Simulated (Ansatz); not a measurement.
Relaxation of H3MgOS (6 atoms, charge 1, multiplicity 1), to a largest force component of 0.015 eV/Å in at most 40 steps.

The calculation used RKS PBE0/def2-SVP (Ansatz).

```xyz
6
Properties=species:S:1:pos:R:3:forces:R:3
O -1.046 0.134 -1.204 0.52 -0.06 0.79
S 0.617 -0.225 -0.389 -0.10 -0.59 -1.68
Mg 1.013 0.370 1.890 -0.34 -0.19 -0.14
H -1.429 -0.733 -1.454 0.00 0.18 -0.07
H -0.877 0.663 -2.012 -0.03 -0.10 0.10
H 0.700 1.546 2.888 -0.05 0.76 0.98
```

Problem. Where does it end, and by what steps?

Solution. The run converged. After 6 steps the energy has fallen by 0.542 eV; Mg3 moved furthest, 0.46 Å.

| step | energy less start (eV) | largest force component (eV/Å) | accepted |
| --- | --- | --- | --- |
| 0 | 0.0000 | 1.677 | yes |
| 1 | -0.3598 | 0.563 | yes |
| 2 | -0.4998 | 0.342 | yes |
| 3 | -0.5298 | 0.265 | yes |
| 4 | -0.5418 | 0.072 | yes |
| 5 | -0.5424 | 0.022 | yes |
| 6 | -0.5424 | 0.009 | yes |

```xyz
6
Properties=species:S:1:pos:R:3
O -0.905 0.113 -1.125
S 0.775 -0.450 -0.622
Mg 0.780 0.656 1.611
H -1.495 -0.651 -1.290
H -0.863 0.656 -1.938
H 0.686 1.432 3.083
```

Time of the run: 15 s on 1 thread of Arm Neoverse V2, with other jobs on the host, peak memory 0.13 GiB.
